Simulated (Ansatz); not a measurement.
System: HO, charge -1, singlet. HO- (SMILES [OH-]).
B3LYP-D3(BJ)/def2-TZVP minimum from Ansatz (a quantum-chemistry and plane-wave program):
```xyz
2

O      0.0000     0.0000    -0.1078
H      0.0000     0.0000     0.8624
```
Charge -1, spin multiplicity 1.

Total energies in aug-cc-pVQZ, 8 correlated electrons, 1 frozen orbitals. Open shells are spin-unrestricted; no spin-orbit coupling. Correlated methods leave the cores frozen. No relativity.

| method | program | energy (Eh) | minus CCSDT(Q) (mEh) |
|---|---|---|---|
| HF | Ansatz | -75.41666 | 314.37 |
| MP2 | Ansatz | -75.72494 | 6.09 |
| CCSD | Ansatz | -75.71691 | 14.12 |
| CCSD(T) | Ansatz | -75.73031 | 0.71 |
| CCSDT(Q) | Ansatz | -75.73103 | 0.00 |

Rough core times of Ansatz's runs on a shared machine: CCSD(T) under 20 s, CCSDT(Q) 2 min.
